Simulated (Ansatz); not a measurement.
The cluster Li2S⁺. Charge 1, multiplicity 2. Geometry r2SCAN-D4/def2-TZVP; atoms count from 1.

```xyz
3

Li   -0.948    1.678   -1.176
Li    0.948   -1.678    1.176
S     0.000    0.000    0.000
```

The structure comes from a short search, and lower isomers may exist.

(1) Estimate the Mulliken populations from the PBE0/def2-TZVP orbitals of Ansatz.

(2) Where does the spin sit?

Results:

(1) 
```json
{"atom": "Li1", "charge (e)": "0.87", "spin (α − β)": "0.00"}
{"atom": "Li2", "charge (e)": "0.87", "spin (α − β)": "0.00"}
{"atom": "S3", "charge (e)": "-0.74", "spin (α − β)": "1.01"}
```
Mulliken values depend strongly on the basis.

(2) Summed by element: Li -0.01, S 1.01, of 1 unpaired in all. Largest on single atoms: S3 1.01, Li1 0.00, Li2 0.00.
